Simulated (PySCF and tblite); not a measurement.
Results of a calculation; reference values are marked as such.
C₂H₄F₂, numbered as in [F:1][CH2:2][CH2:3][F:4]. Geometries PBE0-D3(BJ)/def2-SVP; weights from PBE0-D3(BJ)/def2-TZVP energies and GFN2-xTB thermal corrections, with symmetry numbers and mirror pairs. Conformers within 4 kcal/mol (GFN2-xTB free energy) were kept, 7 at most. GIAO shieldings: PBE0/pcSseg-2. Shifts are against TMS (¹H), TMS (¹³C), CFCl3 (¹⁹F) at the same level. (PySCF 2.14, tblite 0.8.)

Torsions listed: F1–C2–C3–F4. Of a mirror pair one member is shown.

| conformer | shape | point group | mirror pair | ΔE(DFT) | Δ(G−E) at 250 K | δ F1/F4 (ppm) |
| --- | --- | --- | --- | --- | --- | --- |
| 1 | 71° | C2 | yes | 0.00 | 0.00 | -244.1 |
| 2 | 180° | C2h | no | 1.11 | -0.01 | -264.0 |

Energies in kcal/mol; the thermal term leaves out symmetry numbers and mirror images.

(1) Work out the weights at 250 K and the ¹⁹F shift of F1/F4 under fast exchange.

Unscaled ¹⁹F shifts at such levels can be off by tens of ppm; differences between conformers or isomers are more reliable.

## Answers

(1) RT = 0.497 kcal/mol. Each conformer gets RT ln(σ/g), with σ the rotational symmetry number and g = 2 for a mirror pair: 1: σ = 2, g = 2, G = 0.00 + 0.00 + 0.00 = 0.00, 0.00 above the lowest, exp(−ΔG/RT) = 1.000; 2: σ = 2, g = 1, G = 1.11 − 0.01 + 0.34 = 1.45, 1.45 above the lowest, exp(−ΔG/RT) = 0.054. The sum is 1.054, so the weights are 94.9, 5.1 %. The averaged shift is -245.2 ppm. At 298.15 K it is -245.6 ppm. At 298.15 K the leading conformer alone gives -244.1 ppm and bare DFT energies give -246.8 ppm.
